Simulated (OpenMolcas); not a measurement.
# CClF3 (SMILES FC(F)(F)Cl): levels of theory compared

We compute a comparison of 6 runs (HF/def2-SVPD, B3LYP/6-31G*, B3LYP/def2-SVPD, BLYP/def2-SVPD, TPSS/def2-SVPD, MP2/def2-SVPD) of CClF3. 

The results are computed with OpenMolcas 26.06.

## Step 1: The structure to begin with

The species is CClF3 (5 atoms), meant as a singlet with charge 0. SMILES: `FC(F)(F)Cl`. The coordinates come from a PBE0-D4/def2-TZVP relaxation.

Bond lengths: F1–C2 1.322 Å, C2–F3 1.322 Å, C2–F4 1.322 Å, C2–Cl5 1.756 Å. Angles: F1–C2–F3 108.7°, F1–C2–F4 108.7°, F1–C2–Cl5 110.2°, F3–C2–F4 108.7°, F3–C2–Cl5 110.2°, F4–C2–Cl5 110.2°.

## Step 2: Energy and gradient at HF/def2-SVPD (run 1)

Contents of run.input:

```
>>> EXPORT MOLCAS_PRINT=2

&GATEWAY
 BasLib
 $CurrDir
 Coord
 5
 angstrom
 F        0.213700       0.019100       1.326100
 C       -0.002200      -0.082500       0.026100
 F       -1.249600      -0.474600      -0.167100
 F        0.811700      -0.999000      -0.468500
 Cl       0.276300       1.463300      -0.758000
 Basis
 def2-SVPD
 Group
 NoSym

&SEWARD

&SCF
 Thresholds
 1e-10 1e-07 1e-07 1e-05
 PrOrbitals
 1 2

&ALASKA
```

The basis set def2-SVPD is read from a file made from the Basis Set Exchange's data (not shown).

Run with:

```sh
$ export MOLCAS_MEM=1860
$ pymolcas run.input > run.log
```

What it wrote:

```text
--- Start Module: gateway ---
[...]
--- Stop Module: gateway /rc=_RC_ALL_IS_WELL_ ---
[...]
      Basis functions          116
[...]
--- Start Module: scf ---
[...]
       Convergence after  13 Iterations
[...]
::    Total SCF energy                               -795.2896203254
[...]
      Total spin, S                                     0.0000000000
[...]
      Total electronic charge=   50.000000
      Total            charge=   -0.000000
[...]
      Dipole Moment (debye):
      Origin of the operator (angstrom)=    0.0517    0.2169   -0.1258
                   X=  8.5641E-02               Y=  4.7416E-01               Z= -2.4032E-01           Total=  5.3843E-01
      Quadrupole Moment (debye*angstrom):
[...]
--- Stop Module: scf /rc=_RC_ALL_IS_WELL_ ---
[...]
--- Start Module: alaska ---
[...]
 *              Molecular gradients               *
 **************************************************
  Irreducible representation: a
 ------------------------------------------------------------------------------------------
                              X                       Y                       Z
 ------------------------------------------------------------------------------------------
  F1                4.09597952395746E-03    3.15318746524063E-03    2.25784053970592E-02
  C2                2.20567174247333E-03    1.20894163724397E-02   -6.10664055781629E-03
  F3               -2.21032406000248E-02   -5.68253192919421E-03   -4.13642192153985E-03
  F4                1.48148409498443E-02   -1.50846834118887E-02   -9.53505323570347E-03
  CL5               9.86748383785319E-04    5.52461150347128E-03   -2.80028968220414E-03
 ------------------------------------------------------------------------------------------
--- Stop Module: alaska /rc=_RC_ALL_IS_WELL_ ---
[...]
```

It took 19 s on 1 thread of Arm Neoverse V1, shared host; peak memory 0.71 GiB.

## Step 3: Energy and gradient at B3LYP/6-31G(d) (spherical functions) (run 2)

Contents of test.input:

```
>>> EXPORT MOLCAS_PRINT=2

&gateway
 baslib=$CurrDir
 coord
 5
 angstrom
 F        0.213700       0.019100       1.326100
 C       -0.002200      -0.082500       0.026100
 F       -1.249600      -0.474600      -0.167100
 F        0.811700      -0.999000      -0.468500
 Cl       0.276300       1.463300      -0.758000
 basis=6-31Gs
 group=NoSym

&seward
 gridinput
 Grid=UltraFine
 End of Grid

&scf
 ksdft=B3LYP
 thresholds=1e-10 1e-07 1e-07 1e-05
 prorbitals=1 2

&alaska
```

The basis set 6-31G* is read from a file made from the Basis Set Exchange's data (not shown).

Run with:

```sh
$ export MOLCAS_MEM=1860
$ pymolcas test.input > test.log
```

What it wrote:

```text
--- Start Module: gateway ---
[...]
--- Stop Module: gateway /rc=_RC_ALL_IS_WELL_ ---
[...]
      Basis functions           74
[...]
--- Start Module: scf ---
[...]
       Convergence after  12 Iterations
[...]
::    Total KS-DFT energy                            -797.8093620898
[...]
      Total spin, S                                     0.0000000000
[...]
      Total electronic charge=   50.000000
      Total            charge=   -0.000000
[...]
      Dipole Moment (debye):
      Origin of the operator (angstrom)=    0.0517    0.2169   -0.1258
                   X=  7.2706E-03               Y=  3.9219E-02               Z= -1.9709E-02           Total=  4.4491E-02
      Quadrupole Moment (debye*angstrom):
[...]
--- Stop Module: scf /rc=_RC_ALL_IS_WELL_ ---
[...]
--- Start Module: alaska ---
[...]
 *              Molecular gradients               *
 **************************************************
  Irreducible representation: a
 ------------------------------------------------------------------------------------------
                              X                       Y                       Z
 ------------------------------------------------------------------------------------------
  F1               -2.10326233308455E-03   -1.66742399478814E-03   -1.14540502067300E-02
  C2                4.22641624437808E-04    2.21362959225041E-03   -1.09280015801752E-03
  F3                1.11851610692142E-02    2.82226824399423E-03    2.13067427566349E-03
  F4               -7.52534900339796E-03    7.57348697467464E-03    4.86414790804623E-03
  CL5              -1.97919135716695E-03   -1.09419608160835E-02    5.55202818105727E-03
 ------------------------------------------------------------------------------------------
--- Stop Module: alaska /rc=_RC_ALL_IS_WELL_ ---
[...]
```

Run time: 17 s. Hardware: 1 thread of Arm Neoverse V1, shared host; peak memory 0.43 GiB.

Runs 3 to 5 aren't shown in full; the table further down has their settings and results.

## Step 4: The energy at MP2/def2-SVPD (run 6)

Contents of coord.xyz:

```xyz
5

F      0.213700     0.019100     1.326100
C     -0.002200    -0.082500     0.026100
F     -1.249600    -0.474600    -0.167100
F      0.811700    -0.999000    -0.468500
Cl     0.276300     1.463300    -0.758000
```

Contents of calc.inp:

```
>>> EXPORT MOLCAS_PRINT=2

&GATEWAY
 BasLib = $CurrDir
 Coord = coord.xyz
 Basis = def2-SVPD
 Group = NoSym

&SEWARD

&SCF
 Thresholds = 1e-10 1e-07 1e-07 1e-05
 PrOrbitals = 0

&MBPT2
 Frozen = 9
```

The basis set def2-SVPD is read from a file made from the Basis Set Exchange's data (not shown).

Run with:

```sh
$ export MOLCAS_MEM=1860
$ pymolcas calc.inp > calc.log
```

What it wrote:

```text
--- Start Module: gateway ---
[...]
--- Stop Module: gateway /rc=_RC_ALL_IS_WELL_ ---
[...]
      Basis functions          116
[...]
--- Start Module: scf ---
[...]
       Convergence after  13 Iterations
[...]
::    Total SCF energy                               -795.2896203254
[...]
      Total spin, S                                     0.0000000000
[...]
      Total electronic charge=   50.000000
      Total            charge=   -0.000000
[...]
      Dipole Moment (debye):
      Origin of the operator (angstrom)=    0.0517    0.2169   -0.1258
                   X=  8.5641E-02               Y=  4.7416E-01               Z= -2.4032E-01           Total=  5.3843E-01
      Quadrupole Moment (debye*angstrom):
[...]
--- Stop Module: scf /rc=_RC_ALL_IS_WELL_ ---
[...]
--- Start Module: mbpt2 ---
[...]
WARNING!
Default frozen orbitals as non valence orbitals is overwritten by user input.
Default values:   9
[...]
       Reference weight ( Cref**2 )         =        0.82112
::    Total MBPT2 energy                             -796.1474471769
[...]
      Total MBPT2 calculations                           0.75      0.86
--- Stop Module: mbpt2 /rc=_RC_ALL_IS_WELL_ ---
[...]
```

It took 16 s on 1 thread of Arm Neoverse V1, shared host; peak memory 0.71 GiB.

## Step 5: All runs side by side

| run | level | integration grid | task | energy (Eh) | dipole moment (D) of the reference | HOMO energy (eV) | LUMO energy (eV) | wall time |
| --- | --- | --- | --- | --- | --- | --- | --- | --- |
| 1 | HF/def2-SVPD | – | gradient | -795.289620 | 0.54 | -13.87 | 2.50 | 19 s |
| 2 | B3LYP/6-31G* (spherical functions) | UltraFine | gradient | -797.809362 | 0.04 | -9.49 | 0.12 | 17 s |
| 3 | B3LYP/def2-SVPD | UltraFine | gradient | -797.470830 | 0.39 | -9.89 | -0.56 | 39 s |
| 4 | BLYP/def2-SVPD | UltraFine | gradient | -797.425752 | 0.31 | -8.46 | -1.24 | 43 s |
| 5 | TPSS/def2-SVPD | UltraFine | gradient | -797.504405 | 0.23 | -8.76 | -1.14 | 56 s |
| 6 | MP2/def2-SVPD | – | energy | -796.147447 | 0.54 | -13.87 | 2.50 | 16 s |

## Step 6: Results

```
                                          quantity          value
                               run 6: total energy  -796.14745 Eh
         run 6: dipole moment (mean-field density)         0.54 D
        run 6: HOMO energy (Hartree–Fock orbitals)      -13.87 eV
        run 6: LUMO energy (Hartree–Fock orbitals)        2.50 eV
      run 6: HOMO–LUMO gap (Hartree–Fock orbitals)       16.37 eV
run 6: correlation energy (9 core orbitals frozen)     -857.8 mEh
```

What this shows: Over runs 1, 2, 3, 4, 5 the dipole moment (its size) runs from 0.04 D (B3LYP/6-31G*) to 0.54 D (HF/def2-SVPD). The two ends differ in method and basis. Over runs 1, 2, 3, 4, 5 the HOMO–LUMO gap runs from 7.22 eV (BLYP/def2-SVPD) to 16.37 eV (HF/def2-SVPD). Exact exchange widens orbital gaps. Totals of different functionals can't be ranked against each other. All runs together took 3.1 min, the longest 56 s.
